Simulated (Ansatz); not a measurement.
How far each method lies from full CI for CH2, singlet

Geometry: that of the CH2, triplet, kept fixed. The triplet lies 1.1 eV lower here.

```json
{"atom": "C", "x (Å)": "0.0000", "y (Å)": "-0.0596", "z (Å)": "0.0000"}
{"atom": "H", "x (Å)": "0.0000", "y (Å)": "0.3549", "z (Å)": "-0.9962"}
{"atom": "H", "x (Å)": "0.0000", "y (Å)": "0.3549", "z (Å)": "0.9962"}
```

Basis cc-pVDZ; Ansatz 0.2.0. Only valence electrons are correlated (noble-gas cores frozen), which leaves 6 electrons in 23 orbitals. Prefix R: restricted or restricted open-shell reference; prefix U: unrestricted. Active spaces: valence = (6e, 6o) chosen from the atoms' valence shells.

Full CI is exact within this basis and frozen core; it isn't the basis-set limit. The frozen core follows each run's orbitals, which can shift R against U totals by a few meV.

The UHF ⟨S²⟩ is 0.931 and the T1 diagnostic (RCCSD) is 0.0079. The largest doubles amplitude (RCCSD) is 0.201.

```csv
level,E − E(full CI) (kJ/mol),share of correlation (%),wall time
RHF,370.7,0.00,–
UHF†,269.9,–,–
RMP2,86.1,76.77,–
UMP2†,16.6,–,–
CISD,28.2,92.38,0.39 s
RCCSD,13.4,96.38,–
UCCSD*†,-61.0,–,–
RCCSD(T),4.5,98.79,0.27 s
UCCSD(T)*†,-81.2,–,0.72 s
BCCD(T),4.5,98.79,0.33 s
RCCSDT,0.8,99.78,–
UCCSDT*†,-105.4,–,–
CISDTQ,0.7,99.82,0.96 s
RCCSDT(Q),0.1,99.96,0.72 s
UCCSDT(Q)*†,-108.3,–,8 s
RCCSDTQ,0.0,99.99,4.8 s
CASSCF (valence space),225.3,39.23,–
NEVPT2 (valence space),59.9,83.84,0.21 s
MRCISD (valence space),9.6,97.41,–
MRCISD+Q (valence space),2.2,99.41,0.57 s
MRCISD+Q(relaxed) (valence space),-2.0,100.54,0.69 s
```

An asterisk marks runs whose energy the program itself flagged as in doubt. A dagger marks rows that describe another state than the reference (another or a broken symmetry, a higher spin or other natural occupations), so the difference holds a gap between states beside the method's error.

The correlation energy at full CI, counted from RHF, is -3.842 eV. That run took 3 s on 1 thread of Arm Neoverse V1, shared host over 786,897 determinants.

Times hold each run's SCF and search for its determinant on a shared host, so for small cases they say little of a method's own cost; they ran on 1 thread of Arm Neoverse V1.

More than 5 meV below full CI, which no variational method can be: MRCISD+Q(relaxed) (valence space).

Unrestricted levels hold only the spin's projection, and here they fall towards a lower state of higher spin.

The full-CI state has the irrep A1 of C2v, in the program's axes.

Natural occupations of full CI about the gap: 1.966 1.960 1.781 0.195 0.023 0.021 0.014 0.008 0.007 0.006; effectively unpaired electrons, Σ n²(2−n)², 0.29.
